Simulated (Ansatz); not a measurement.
Input for Ansatz (development build ahead of 0.2.0):

```yaml
crystal:
  periodic: [false, false, false]
  atoms:
    - { symbol: Si, position_ang: [0.0, 0.0, 0.0] }
    - { symbol: "N", position_ang: [0.0, 0.0, 1.7292] }
basis:
  gaussian: { orbitals: def2-SVP }
magnetization:
  initial_magnetization: 1
hamiltonian:
  xc: hf
correlation:
  method: mp2
  frozen_orbitals: { "N": 1, Si: 5 }
scf:
  omitted_lower_state_checks: [starts, atomic_configurations, cluster_reference, orbital_swaps, given_window_search, neighbouring_geometries, increment]
```

The input is written out in the form of the current development build from the run's settings. Correlation on restricted open-shell orbitals is semicanonical, with singles.

The run gave:

- Converged: yes
- Reference energy: -343.11476 hartree
- Correlation energy: -0.21715 hartree
- Total energy: -343.33191 hartree
- Spin squared of the determinant: 0.750
- Stability test: minimum among restricted orbitals

Messages of the program:
```
mean field -9336.62817581 eV, -343.1147568672 hartree, gradient 2.6e-6 eV, S^2 0.750000; 2 other ends of a descent, 0 dependent functions left out
```

Caution: the determinant may break the point group.
